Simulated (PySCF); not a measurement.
A side-by-side comparison of computed properties.

First species: C6H4N2S.
Cartesian coordinates in Å at the GFN2-xTB level; atoms count from 1:
```
atom  x, y, z in Å
N1     3.8249    1.5563    0.5674
C2     2.8094    1.0571    0.3765
C3     1.5767    0.4421    0.1437
C4     1.3610   -0.8126   -0.3793
C5     0.0019   -1.1233   -0.4759
C6    -0.8210   -0.1137   -0.0310
C7    -2.2689   -0.1176    0.0028
N8    -3.0493    0.7842    0.4067
S9     0.0949    1.2533    0.5234
H10    2.1602   -1.4689   -0.6742
H11   -0.3723   -2.0560   -0.8583
H12   -2.7285   -1.0282   -0.3744
H13   -2.5932    1.6280    0.7551
```

Second species: streptocyanine-5, C5H9N2 (charge +1).
SMILES: `N/C=C/C=C/C=[NH2+]`

Levels: PBE0/def2-SVPD for HOMO energy, LUMO energy, HOMO–LUMO gap, static isotropic polarisability and electronic spatial extent ⟨r²⟩ about the centre of nuclear charge; TDDFT PBE0/def2-SVPD for lowest singlet excitation; TDA PBE0/def2-SVPD for lowest triplet excitation (Tamm–Dancoff); GFN2-xTB for rotational constant A and rotational constant C. Geometries: GFN2-xTB. All species are isolated and taken at one optimised geometry, non-relativistic unless stated. Electronic properties by PySCF.

The conformers computed, where there is a choice (atom-mapped SMILES and torsion angles):
- `[H]/[N:8]=[CH:7]\[c:6]1[cH:5][cH:4][c:3]([C:2]#[N:1])[s:9]1`: C5–C6–C7–N8 180°
- `[NH2:1]/[CH:2]=[CH:3]/[CH:4]=[CH:5]/[CH:6]=[NH2+:7]`: C2–C3–C4–C5 180°, C4–C5–C6–N7 180°, H–N1–C2–C3 0°, H–N1–C2–C3 180°

**Question.** Which has the higher rotational constant C?

**Answer.** The second: 0.782 GHz against 0.731 GHz, a difference of 0.051 GHz.

**Question.** Which has the higher static isotropic polarisability?

**Answer.** The second: 105.7 au against 104.5 au, a difference of 1.2 au.

**Question.** Which has the higher HOMO energy?

**Answer.** The first: -7.66 eV against -10.30 eV, a difference of 2.64 eV.

**Question.** Which of the two has the higher S1 energy, and by how much?

**Answer.** The second: 4.16 eV against 4.03 eV, a difference of 0.13 eV.

**Question.** Which of the two has the higher ⟨r²⟩, and by how much?

**Answer.** The first: 1445 bohr² against 1362 bohr², a difference of 83 bohr².

**Question.** Which has the higher HOMO–LUMO gap?

**Answer.** The first: 4.87 eV against 4.05 eV, a difference of 0.82 eV.

**Question.** Which of the two has the higher rotational constant A, and by how much?

**Answer.** The second: 23.479 GHz against 4.109 GHz, a difference of 19.370 GHz.

**Question.** Which of the two has the higher LUMO energy, and by how much?

**Answer.** The first: -2.79 eV against -6.25 eV, a difference of 3.46 eV.

On the first: The principal polarisabilities are 56.1, 100.8 and 156.5 au; their mean is the isotropic value. No computed singlet falls in the visible range (750 to 380 nm, 1.65 to 3.26 eV); S1 lies 0.77 eV above its blue end.

On the second: The principal polarisabilities are 43.9, 61.8 and 211.3 au; their mean is the isotropic value. The 8 singlets span 4.16 to 6.87 eV, and their oscillator strengths add up to 1.19.
